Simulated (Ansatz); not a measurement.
BN⁺, quartet in cc-pVTZ: errors against UCCSDT(Q)

Geometry: that of the BN⁺, doublet, kept fixed.

```xyz
2

B     0.0000    0.0000    0.0000
N     0.0000    0.0000    1.4419
```

Basis cc-pVTZ; Ansatz 0.2.0. Only valence electrons are correlated (noble-gas cores frozen), which leaves 7 electrons in 58 orbitals. Prefix R: restricted or restricted open-shell reference; prefix U: unrestricted. Active spaces: valence = (7e, 8o) chosen from the atoms' valence shells.

Full CI isn't at hand for all of this; UCCSDT(Q) serves as the reference, and is uncertain by the last step of the cluster series or more. The frozen core follows each run's orbitals, which can shift R against U totals by a few meV.

For open shells CISD is restricted-active-space CI with the open shells as a complete middle space.

- UHF ⟨S²⟩: 3.761
- T1 diagnostic (RCCSD): 0.0362
- largest doubles amplitude (RCCSD): 0.049
- T1 diagnostic (UCCSD): 0.0333

| level | E − E(UCCSDT(Q)) (kJ/mol) | share of correlation (%) | wall time |
| --- | --- | --- | --- |
| RHF | 514.7 | 0.00 | – |
| UHF | 500.1 | 2.83 | – |
| RMP2 | 87.2 | 83.06 | – |
| UMP2 | 89.4 | 82.63 | – |
| CISD | 37.2 | 92.78 | 9.5 s |
| RCCSD | 26.1 | 94.93 | – |
| UCCSD | 25.4 | 95.06 | – |
| RCCSD(T) | 5.1 | 99.02 | 2.4 s |
| UCCSD(T) | 4.8 | 99.06 | 2.1 s |
| BCCD(T) | 5.5 | 98.94 | 3 s |
| RCCSDT | 1.5 | 99.71 | – |
| UCCSDT | 1.3 | 99.75 | – |
| RCCSDT(Q) | 0.5 | 99.90 | 63 s |
| CASSCF (valence space) | 331.8 | 35.54 | – |
| NEVPT2 (valence space) | 58.2 | 88.69 | 3.4 s |
| MRCISD (valence space) | 15.6 | 96.98 | – |
| MRCISD+Q (valence space) | 3.5 | 99.33 | 6 s |
| MRCISD+Q(relaxed) (valence space) | -0.4 | 100.08 | 7.5 s |

The correlation energy at UCCSDT(Q), counted from RHF, is -5.334 eV. That run took 58 s on 1 thread of Arm Neoverse N1, shared host.

Times hold each run's SCF and search for its determinant on a shared host, so for small cases they say little of a method's own cost; they ran on 1 thread of Arm Neoverse N1.

Natural occupations of CASSCF (valence space) about the gap: 1.983 1.953 1.003 0.990 0.990 0.027 0.027 0.026; effectively unpaired electrons, Σ n²(2−n)², 3.02.
